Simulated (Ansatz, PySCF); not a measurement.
Gas-phase reaction in SMILES: CN (CH5N) [methanamine] → CN (CH5N) as doublet, charge +1 + e-
Geometries: B3LYP-D3(BJ)/def2-TZVP minima from Ansatz (a program for electronic structure). A spin state is the lowest found, not a proven ground state.
Geometry of the first species:
SMILES: CN
```xyz
7

C      0.0542     0.7048     0.0003
N      0.0439    -0.7575     0.0005
H     -0.9369     1.1793    -0.0070
H     -0.4495    -1.1127     0.8106
H     -0.4377    -1.1131    -0.8166
H      0.5892     1.0603     0.8824
H      0.6020     1.0600    -0.8741
```

Quantity: adiabatic ionisation energy (electronic energy difference), in eV. Correlated levels leave the core frozen unless marked. Open shells are spin-unrestricted. Spin-orbit coupling is left out. No relativistic terms. CBS marks a two-point X^-3 extrapolation of the correlation energy; Hartree-Fock from the larger set. [CCSD(T)-MP2]/basis is that difference in the basis named.

```tsv
level	program	adiabatic ionisation energy (eV)
RI-HF/def2-QZVPP	Ansatz	7.70
BP86-D4/def2-TZVPD	PySCF + dftd4	8.97
CAM-B3LYP-D3(BJ)/def2-TZVPD	Ansatz + dftd3	8.99
MP2/6-31G*	Ansatz	8.58
RI-MP2/def2-QZVPP	Ansatz	9.25
RI-MP2/CBS(def2-TZVPP,def2-QZVPP)	Ansatz	9.31
SCS-MP2/6-31G*	Ansatz	8.56
CCSD/STO-3G	Ansatz	6.27
RI-MP2/CBS(def2-TZVPP,def2-QZVPP)+[CCSD(T)-MP2]/def2-TZVPP	Ansatz	9.15
RI-MP2/CBS(aug-cc-pVTZ,aug-cc-pVQZ)+[CCSD(T)-MP2]/aug-cc-pVTZ	Ansatz	9.15
```
